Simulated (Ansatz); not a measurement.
CH₂, SMILES [CH2] (connectivity only; charge and spin as stated), neutral, multiplicity 1.

Coordinates come from a B3LYP-D3(BJ)/def2-TZVPD optimisation. The isomer is the one that the SMILES or the coordinates give; other isomers of the formula were not compared.

Two levels are set side by side: PBE/def2-TZVPD (Ansatz, a quantum-chemistry and plane-wave program) and ωB97X-V/def2-TZVPD (Ansatz). Energy differences of separate SCF runs at the same geometry; the states with an electron removed or added have multiplicity 2 and 2. Differences are taken from unrounded values.

| quantity | ωB97X-V |
|---|---|
| vertical ionisation energy (eV) | 10.50 |
| vertical electron affinity (eV) | 0.87 |
| vertical singlet–triplet gap (eV) | 0.11 |

**Question.** What does PBE give, and how far is it from ωB97X-V? (The exact figures need the calculation; the answer reports its results.)

**Answer.** 
| quantity | PBE | PBE minus ωB97X-V |
|---|---|---|
| vertical ionisation energy (eV) | 10.46 | -0.04 |
| vertical electron affinity (eV) | 1.20 | 0.33 |
| vertical singlet–triplet gap (eV) | -0.22 | -0.33 |
